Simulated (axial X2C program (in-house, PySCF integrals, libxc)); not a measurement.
## Outer orbitals of BF⁻ at 1.297 Å, BLYP

Calculated with an axial X2C code built on PySCF integrals. Spin-free means the one-electron spin-free X2C Hamiltonian; two-component (2c) means X2C with spin–orbit coupling and atomic mean-field two-electron Coulomb and Gaunt terms, so the difference of the two also holds small scalar two-electron terms. Basis: F dyall-av3z [7s6p3d2f], B dyall-av3z [8s7p3d2f] (cores contracted in-house); Gaussian nuclei, density fitting, unrestricted open shells. Masses: F 18.998 u, B 11.009 u.

The distance is close to the 2c PBE0 minimum; the highest filled and lowest empty levels are listed.

Spin-free orbitals, state M_S = 1/2, Λ = 1 (beyond evenly filled blocks: π+α) (Löwdin shares):

```
symmetry  occupied  ε (eV)           atomic character
      σα       yes  -27.36   69% F s, 13% B p, 7% B d
      σβ       yes  -27.30   69% F s, 13% B p, 7% B d
      σα       yes  -10.19    79% F p, 7% B s, 5% B p
      σβ       yes  -10.13    80% F p, 7% B s, 5% B p
     π+α       yes   -7.84   82% F p, 10% B p, 5% B d
     π-α       yes   -7.84   82% F p, 10% B p, 5% B d
     π-β       yes   -7.75    82% F p, 9% B p, 5% B d
     π+β       yes   -7.75    82% F p, 9% B p, 5% B d
      σα       yes   -2.20  55% B s, 24% B p, 11% F p
      σβ       yes   -1.94  55% B s, 25% B p, 10% F p
     π+α       yes    1.81            89% B p, 7% F p
     π-α        no    1.81            89% B p, 7% F p
     π-β        no    2.23   85% B p, 10% F p, 2% B d
     π+β        no    2.23   85% B p, 10% F p, 2% B d
      σα        no    2.33            96% B p, 3% B s
```

The highest filled level is positive, so this functional does not bind it, and the empty levels of an anion are set by the basis. A filled and an empty partner (Λ and −Λ, same spin) share one energy because the functional has no current term.

Spinors with spin–orbit coupling (state Ω = 1/2):

```json
{"ω": "-1/2", "occupied": "yes", "ε (eV)": "-27.36", "atomic character": "69% F s, 13% B p, 7% B d", "λ mixture": "100% σ"}
{"ω": "1/2", "occupied": "yes", "ε (eV)": "-27.31", "atomic character": "69% F s, 13% B p, 7% B d", "λ mixture": "100% σ"}
{"ω": "-1/2", "occupied": "yes", "ε (eV)": "-10.19", "atomic character": "79% F p, 7% B s, 5% B p", "λ mixture": "100% σ"}
{"ω": "1/2", "occupied": "yes", "ε (eV)": "-10.13", "atomic character": "80% F p, 7% B s, 5% B p", "λ mixture": "100% σ"}
{"ω": "1/2", "occupied": "yes", "ε (eV)": "-7.85", "atomic character": "82% F p, 10% B p, 5% B d", "λ mixture": "100% π"}
{"ω": "-3/2", "occupied": "yes", "ε (eV)": "-7.82", "atomic character": "82% F p, 10% B p, 5% B d", "λ mixture": "100% π"}
{"ω": "-1/2", "occupied": "yes", "ε (eV)": "-7.76", "atomic character": "82% F p, 9% B p, 5% B d", "λ mixture": "100% π"}
{"ω": "3/2", "occupied": "yes", "ε (eV)": "-7.73", "atomic character": "82% F p, 9% B p, 5% B d", "λ mixture": "100% π"}
{"ω": "-1/2", "occupied": "yes", "ε (eV)": "-2.20", "atomic character": "55% B s, 24% B p, 11% F p", "λ mixture": "100% σ"}
{"ω": "1/2", "occupied": "yes", "ε (eV)": "-1.93", "atomic character": "55% B s, 25% B p, 10% F p", "λ mixture": "100% σ"}
{"ω": "1/2", "occupied": "yes", "ε (eV)": "1.81", "atomic character": "89% B p, 7% F p", "λ mixture": "100% π"}
{"ω": "-3/2", "occupied": "no", "ε (eV)": "1.82", "atomic character": "89% B p, 7% F p", "λ mixture": "100% π"}
{"ω": "-1/2", "occupied": "no", "ε (eV)": "2.23", "atomic character": "85% B p, 10% F p, 2% B d", "λ mixture": "100% π"}
{"ω": "3/2", "occupied": "no", "ε (eV)": "2.23", "atomic character": "85% B p, 10% F p, 2% B d", "λ mixture": "100% π"}
{"ω": "-1/2", "occupied": "no", "ε (eV)": "2.33", "atomic character": "96% B p, 3% B s", "λ mixture": "100% σ"}
```

The highest filled level is positive, so this functional does not bind it, and the empty levels of an anion are set by the basis.

Mulliken charges and populations of the two-component result (they depend on the basis, above all on diffuse functions):

F 0.07 e (s 3.82 p 5.10 d 0.02), B -1.07 e (s 3.85 p 2.10 d 0.10 f 0.02). ⟨Lz⟩ = 1.00 ħ and ⟨Sz⟩ = -0.50 ħ (0.06 and -0.56 on the two atoms), which add up to Ω.

Occupations by symmetry block were frozen at the best pattern of an incomplete PBE0 search. Density functionals use the spin component along the axis (collinear). The highest occupied level is positive at some bond lengths even in Hartree–Fock (under at least one Hamiltonian), so the basis set holds the extra electron there; where that holds at Re the anion is at best weakly bound and its constants depend on the basis. PBE0 can misorder states that lie within some tenths of an eV, so this need not be the ground state of the molecule. The nearest other spin-free determinant of the search, M_S = 1/2, Λ = 0, lies 0.23 eV up at the distance of the search. Without a current term, density functionals place determinants with orbital angular momentum somewhat too high.
